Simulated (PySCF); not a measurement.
## Electronic absorption of methylcyclopentane

Species: methylcyclopentane, C₆H₁₂.
SMILES: `CC1CCCC1`

Theory: TDDFT wB97X-D/def2-SVPD, vertical, gas phase, core orbitals frozen in the response in PySCF 2.14.0, density-fitted response routines. One conformer (not necessarily the lowest) at the GFN2-xTB geometry, without solvent, vibrations or thermal averaging.

| state | E (eV) | λ (nm) | f | \|μ\| (D) | main configurations (H = HOMO, L = LUMO) |
| --- | --- | --- | --- | --- | --- |
| S1 | 8.78 | 141.3 | 0.0034 | 0.32 | H→L (81%) |
| S2 | 9.00 | 137.7 | 0.018 | 0.72 | H-1→L (86%) |
| S3 | 9.09 | 136.4 | 0.0021 | 0.25 | H-2→L (42%), H-3→L (26%) |
| S4 | 9.23 | 134.3 | 0.0010 | 0.17 | H-3→L (50%), H-2→L (33%) |
| S5 | 9.43 | 131.5 | 0.024 | 0.82 | H→L+2 (51%), H-4→L (23%) |
| S6 | 9.44 | 131.4 | 0.048 | 1.16 | H-4→L (32%), H-5→L (24%), H-1→L+1 (10%) |
| S7 | 9.46 | 131.1 | 0.040 | 1.06 | H-5→L (31%), H-4→L (22%), H→L+2 (12%) |
| S8 | 9.59 | 129.3 | 0.016 | 0.67 | H→L+1 (52%), H-1→L+2 (16%), H→L+2 (10%) |

Triplets, Tamm–Dancoff:

```json
{"state": "T1", "E (eV)": "8.61", "λ (nm)": "144.0", "main configurations (H = HOMO, L = LUMO)": "H→L (76%)"}
{"state": "T2", "E (eV)": "8.84", "λ (nm)": "140.3", "main configurations (H = HOMO, L = LUMO)": "H-1→L (81%)"}
{"state": "T3", "E (eV)": "8.90", "λ (nm)": "139.2", "main configurations (H = HOMO, L = LUMO)": "H-3→L (29%), H-2→L (28%), H→L+2 (14%)"}
```

The lowest singlet comes at 141 nm (847 kJ/mol) in the vacuum ultraviolet; it is very weak; its leading configuration is HOMO→LUMO (81%). The strongest level in the table is S6 at 9.44 eV (131 nm, f = 0.048). S5/S6 lie within about 0.01 eV of each other. Löwdin shares by element: HOMO carbon 52% or more (atoms not listed hold the other 48%); LUMO carbon 37% or more (atoms not listed hold the other 63%). Of the 8 states listed, 5 reach f = 0.01 and none stays under 0.0005. The oscillator strengths of these states sum to 0.154; summed over the whole spectrum of an exact calculation they would give the number of electrons, 48 (Thomas–Reiche–Kuhn). Weighted by f, the mean energy of these states is 9.39 eV. Only the lowest 8 singlets were computed, as vertical energies without vibronic structure.
